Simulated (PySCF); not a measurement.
The scaffold NC-X carries different groups X. Isolated molecules, 0 K electronic values unless said otherwise. Strings in code marks are SMILES.

Calculation: PBE-D3(BJ)/def2-TZVP // B3LYP-D3(BJ)/def2-TZVP in PySCF. All candidates: neutral, multiplicity 1. Delta-SCF ions had no search for a lower state. 

| Quantity | Result |
|---|---|
| HOMO–LUMO gap | 3.28 eV |
| vertical ionisation energy (Delta-SCF) | 11.50 eV |
| HOMO | -7.45 eV |

**Question.** Say which member has these values.
(A) `C=CC#N`
(B) `C#CC#N`
(C) `N#CC=O`
(D) `N#CN`

**Answer.** C, `N#CC=O`. The others give `C=CC#N`: 4.65 eV, 10.72 eV, -7.34 eV; `C#CC#N`: 5.25 eV, 11.37 eV, -7.85 eV; `N#CN`: 5.94 eV, 10.57 eV, -6.62 eV
